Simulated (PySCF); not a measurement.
An unknown is described by computed data only.

Formula: C4H6O.

| Property | Result |
| --- | --- |
| 1H NMR | chemical shifts (computed TMS as zero) by class: 9.42 (1 H), 6.61 (1 H), 6.19 (1 H), 2.11 (3 H) ppm [GIAO PBE0/pcSseg-1] |
| Polarisability | 56.6 au [wB97X-D/def2-SVPD] |
| Couplings | largest of the computed one-bond spin–spin couplings (means over like bonds): 13C–1H +172.8, 13C–1H +167.3, 13C–1H +157.1, 13C–1H +134.4 (×3), 13C–13C +74.6, 13C–13C +58.5, 13C–13C +46.1, 17O–13C +32.6 Hz [B3LYP/pcJ-1, spin–dipole term left out] |
| Rotational structure | rotational constants A, B, C: 33.020, 2.183, 2.074 GHz [PBE0-D3(BJ)/def2-SVP] |
| 13C NMR | chemical shifts (computed TMS as zero) by class: 194.3 (1 C), 161.8 (1 C), 142.1 (1 C), 22.0 (1 C) ppm [GIAO PBE0/pcSseg-1] |
| Triplet | lowest triplet excitation (Tamm–Dancoff): 3.42 eV [TDA wB97X-D/def2-SVPD] |
| Dipole | 4.27 D [wB97X-D/def2-SVPD] |
| Valence photoelectron | vertical ionisation energy: 9.72 eV [ΔSCF wB97X-D/def2-SVPD] |
| UV, first state | lowest singlet excitation: 3.92 eV (316 nm, f = 0.000) [TDDFT wB97X-D/def2-SVPD] |
| UV, strongest line | among the 10 lowest singlet transitions: S2 at 6.20 eV (200 nm, f = 0.552) [TDDFT wB97X-D/def2-SVPD] |

The electronic properties come from PySCF, for the isolated species, density fitting. Levels stand in brackets. One conformer (not necessarily the lowest) at the PBE0-D3(BJ)/def2-SVP geometry, without solvent, vibrations or thermal averaging. Each NMR value is the plain mean over a class of atoms that symmetry, rotation or inversion makes alike.

Question: What is the compound? Reason from the data.

Answer: Numbering: `[CH3:1]/[CH:2]=[CH:3]/[CH:4]=[O:5]`. Its formula, C4H6O, gives 2 degrees of unsaturation: 0 rings and 2 π bonds in the structure found. 4 carbons fall into 4 classes; from least to most shielded: aldehyde carbon [C4] (194.3 ppm), alkene CH carbon [C2] (161.8 ppm), alkene CH carbon [C3] (142.1 ppm), allylic carbon [C1] (22.0 ppm). Hydrogen classes from least to most shielded: 1 H on an aldehyde carbon, C4 (9.42 ppm), 1 H on an alkene CH carbon, C2 (6.61 ppm), 1 H on an alkene CH carbon, C3 (6.19 ppm), 3 H on an allylic carbon, C1 (2.11 ppm). The couplings run between: +172.8 Hz, aldehyde carbon [C4] and its hydrogen; +167.3 Hz, alkene CH carbon [C3] and its hydrogen; +157.1 Hz, alkene CH carbon [C2] and its hydrogen; +134.4 Hz, allylic carbon [C1] and its hydrogen (with 2 like pairs); +74.6 Hz, alkene CH carbon [C2] and alkene CH carbon [C3]; +58.5 Hz, alkene CH carbon [C3] and aldehyde carbon [C4]; +46.1 Hz, allylic carbon [C1] and alkene CH carbon [C2]; +32.6 Hz, aldehyde oxygen [O5] and aldehyde carbon [C4]. The first electron is taken from the HOMO, whose largest Löwdin shares are 0.63 on the aldehyde oxygen, 0.16 on the aldehyde carbon, 0.09 on the formyl hydrogen and 0.09 on an alkene CH carbon. The optimised geometry has point group Cs and is an asymmetric top. Structure: `O=C/C=C/C` (2-butenal). Computed isomers that give other values at the same levels: `C=CCC=O` (rotational constant A: 13.634 GHz; this holds for the one conformer computed); `C=COC=C` (13C chemical shifts (computed TMS as zero) by class: 156.5 (2 C), 95.7 (2 C) ppm); `C1=CCOC1` (13C chemical shifts (computed TMS as zero) by class: 135.0 (2 C), 78.6 (2 C) ppm). The assignments are read from this structure; whether some other isomer fits the data as well wasn't checked.

The values belong to the conformer `[CH3:1]/[CH:2]=[CH:3]/[CH:4]=[O:5]`: C2–C3–C4–O5 -178°.
